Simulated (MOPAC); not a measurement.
MOPAC input (AM1):

```
AM1 PRECISE GNORM=0.05 LET XYZ GEO-OK AUX(PRECISION=9) THREADS=1
C2H2

C    -0.00000000 1   -0.00000000 1   -0.59839493 1
C     0.00000000 1    0.00000000 1    0.59839493 1
H     0.00000000 1    0.00000000 1    1.66106699 1
H    -0.00000000 1   -0.00000000 1   -1.66106699 1
```

Question: What heat of formation does the run end on?

Answer: 54.78 kcal/mol.
